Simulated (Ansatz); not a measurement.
Reaction (SMILES): O=[Se]=O [selenium dioxide] + 3 [H][H] (H2) -> 2 O (H2O) + [SeH2] (H2Se)

Property: energy of full hydrogenation (enthalpy at 298 K), in kcal/mol. Set-up: six Cartesian d functions in 6-31G* and its kin unless marked 5d; LANL2DZ with its own core potentials from Na on; non-relativistic; spin-orbit terms left out. First-principles rows: single points at B3LYP-D3(BJ) geometries (Ansatz, a quantum-chemistry and plane-wave program), with unscaled harmonic terms from B3LYP/6-31G* (LANL2DZ past Ar) at its own minima. The Hartree-Fock reference of O=[Se]=O is unstable towards a lower, spin-broken solution.

```tsv
level	program	energy of full hydrogenation (enthalpy at 298 K) (kcal/mol)
HF/STO-3G	Ansatz	-167.0
HF/3-21G	Ansatz	-117.8
HF/LANL2DZ	Ansatz	-164.9
HF/6-31G*	Ansatz	-113.5
HF/6-31G* with LANL2DZ past Ar	Ansatz	-134.0
```

No value to compare with is used here. The 5 habitual levels span -167.0 (HF/STO-3G) to -113.5 kcal/mol (HF/6-31G*).

The sets are all those run for this method; runs whose electronic state is in doubt are left out.
